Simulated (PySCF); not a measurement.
phosphine (H3P), SMILES P. Atoms are numbered in the order given.

```xyz
4

P      0.0000     0.0000     0.1290
H     -1.0308    -0.5951    -0.6451
H      0.0000     1.1902    -0.6451
H      1.0308    -0.5951    -0.6451
```

The structure is a stationary point at PBE0-D3(BJ)/def2-TZVPD.

Level of theory: ωB97X/def2-TZVPD in PySCF.

Symmetry labels are those of the subgroup Cs that the program uses (full group C3v).

Computed valence orbital energies around the gap with their symmetry:
```csv
orbital,symmetry,energy (eV)
HOMO−7,A',-180.74
HOMO−6,A",-130.65
HOMO−5,A',-130.65
HOMO−4,A',-130.52
HOMO−3,A',-21.02
HOMO−2,A',-13.27
HOMO−1,A",-13.27
HOMO,A',-10.26
LUMO,A',1.98
LUMO+1,A",2.69
LUMO+2,A',2.69
LUMO+3,A",4.77
```
